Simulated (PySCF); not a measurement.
C3H9O (charge +1).
Geometry (GFN2-xTB, Å), atoms numbered from 1 in this order:
```xyz
13
C3H9O angstrom
C     -1.0403   -0.6316   -0.6493
O      0.1407    0.1634   -0.4080
C      1.2158   -0.6359    0.1309
C     -0.1488    1.2997    0.4348
H     -1.4357   -1.0564    0.2757
H     -1.7920    0.0042   -1.1156
H     -0.7796   -1.4310   -1.3419
H      1.4368   -1.4345   -0.5763
H      0.9529   -1.0618    1.1015
H      2.0965   -0.0026    0.2307
H     -0.4910    0.9897    1.4244
H      0.7573    1.8974    0.5269
H     -0.9170    1.8999   -0.0515
```

The closed-shell ground state was solved at several levels (PySCF, density fitting, gas phase, non-relativistic).

| level | basis functions | HOMO (eV) | LUMO (eV) | gap (eV) |
| --- | --- | --- | --- | --- |
| CAM-B3LYP/def2-SVPD | 155 | -16.96 | -3.53 | 13.43 |
| PBE0/pcSseg-1 | 113 | -15.52 | -4.42 | 11.10 |

Estimate the row for B3LYP/pcJ-1, a basis of 198 functions; the other rows only guide the guess.

HOMO -15.26 eV, LUMO -4.67 eV, gap 10.59 eV.

Over all these levels, which gives the widest orbital gap and which the narrowest?

CAM-B3LYP/def2-SVPD (range-separated hybrid) has the widest, 13.43 eV, and B3LYP/pcJ-1 (global hybrid, 20 % exact exchange) the narrowest, 10.59 eV. Functional and basis both differ between the two, so the spread mixes both effects.
